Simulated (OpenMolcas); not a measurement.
# Potential curves of NO⁺: spin-free states

Calculated with OpenMolcas 26.06: state-averaged CASSCF(8,7) over O 2p, N 2s 2p, XMS-CASPT2 (IPEA 0.25, imaginary shift 0.2 hartree), scalar X2C, ANO-RCC-VTZP, then RASSI spin–orbit state interaction with atomic mean-field integrals. C2 symmetry about the axis (a holds Σ, Δ, Γ; b holds Π, Φ, H; Σ⁺ and Σ⁻ are not told apart); roots by multiplicity and irrep: 1a 1, 3a 1, 3b 2.

XMS-CASPT2 energies in eV from the lowest point. Curves are followed by energy order within each symmetry, so they are adiabatic and may change character at avoided crossings; Σ⁺ and Σ⁻ are counted together.

```
R (Å)  (1)1Σ   (1)3Σ   (1)3Π
0.912  2.926  16.125  13.138
0.965  1.106  12.471  10.418
1.012  0.284  10.187   8.860
1.060  0.000   8.603   7.914
1.113  0.116   7.445   7.363
1.166  0.527   6.741   7.175
1.240  1.381   6.274   7.303
1.336  2.673   6.211   7.823
1.484  4.617   6.664   8.847
```

**Question.** With masses 15.995 and 14.003 u, fit the curves (1)1Σ, (1)3Π near their minima.

**Answer.** At XMS-CASPT2, Te from the lowest curve (the fit fixes ωe to a per cent or two; the method's Re and ωe can be off by some per cent):

```json
{"curve": "(1)1Σ", "Te (cm⁻¹)": "0", "Re (Å)": "1.070", "ωe (cm⁻¹)": "2333.1"}
{"curve": "(1)3Π", "Te (cm⁻¹)": "57900", "Re (Å)": "1.177", "ωe (cm⁻¹)": "1689.1"}
```

Only roots inside an energy window near the equilibrium distance were included, so the list of states is not complete; labels number the states computed. Each spin and symmetry block has orbitals of its own, averaged over its own roots, so gaps between blocks are less sure than gaps within one and near the minimum can be off by tenths of an eV, in bad cases by more. No Rydberg orbitals are active, so Rydberg states, and σ→σ* states whose orbital the CASSCF left unused, can be missing between those listed. No roots were computed in block 1b (none fell in the window or the block failed), so states of that kind are missing and can lie low or lowest. Points that failed a check (symmetry, reference weights, a jump) are left out.
